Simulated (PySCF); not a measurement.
## Exact simulation of a proton spin system

Molecule: `[H]/N=C/C=C\C#C`, C$_{5}$H$_{5}$N.

Bonds: C1-C2 1.215 Å, C2-C3 1.420 Å, C3-C4 1.351 Å, C4-C5 1.457 Å, C5-N6 1.275 Å. C1 carries H7; C3 carries H8; C4 carries H9; C5 carries H10; N6 carries H11.

One computed conformer, no solvent model, non-relativistic Hamiltonian. Shielding tensors at PBE0/pcSseg-1 (GIAO); spin–spin couplings from B3LYP/pcJ-1 (spin–dipole term only in couplings to heteroatoms); geometry: PBE0-D3(BJ)/def2-SVP; PySCF 2.14.

Shifts are taken against calculated references (same method and geometry level): ¹H against TMS.

Shifts (ppm): H7 3.64, H8 6.20, H9 6.77, H10 8.85.
Couplings (Hz): H7–H8: -4.3; H7–H9: 1.3; H7–H10: -0.3; H8–H9: 13.0; H8–H10: -1.2; H9–H10: 10.0.

The 4-spin Hamiltonian (Zeeman plus full scalar coupling among like nuclei) was diagonalised exactly; lines are Lorentzian, 0.4 Hz wide, and the maxima above 3 % are listed with the tallest set to 100.

**Question.** Give the ¹H peak list of this spin system at 300 MHz.

**Answer.** 
Hz from δ = 0 (height): 2660.8 (93), 2660.5 (94), 2659.6 (95), 2659.4 (93), 2650.8 (98), 2650.6 (100), 2649.6 (97), 2649.4 (96), 2043.4 (66), 2042.1 (66), 2033.4 (64), 2032.1 (65), 2030.4 (77), 2029.1 (77), 2020.4 (74), 2019.1 (74), 1869.0 (76), 1867.8 (75), 1864.7 (77), 1863.5 (75), 1856.0 (65), 1854.8 (64), 1851.7 (66), 1850.5 (65), 1094.9 (95), 1094.7 (96), 1093.6 (96), 1093.4 (95), 1090.6 (95), 1090.4 (95), 1089.3 (95), 1089.1 (94)

**Question.** And at 600 MHz?

**Answer.** 
Hz from δ = 0 (height): 5315.7 (97), 5315.5 (98), 5314.6 (99), 5314.3 (97), 5305.8 (98), 5305.5 (100), 5304.6 (100), 5304.3 (98), 4074.2 (70), 4073.0 (70), 4064.2 (69), 4063.0 (70), 4061.2 (77), 4060.0 (76), 4051.2 (74), 4050.0 (74), 3729.1 (75), 3728.0 (75), 3724.8 (76), 3723.7 (76), 3716.1 (69), 3715.0 (70), 3711.8 (70), 3710.7 (70), 2186.9 (98), 2186.7 (99), 2185.6 (99), 2185.4 (98), 2182.6 (98), 2182.4 (98), 2181.3 (98), 2181.1 (97)

**Question.** Among coupled protons with different shifts, which pair is furthest from first order, and how does the field change that?

**Answer.** H8 and H9: Δν/J is about 13.2 at 300 MHz (close to first order) and 26.3 at 600 MHz (close to first order). J in Hz doesn't depend on the field, while Δν in Hz grows in proportion to it.

Exchangeable OH/NH protons stand at their gas-phase positions; hydrogen bonding in a real sample shifts them, mostly to higher δ. Unscaled 3J(H,H) at this level run about 10 % above measured values.
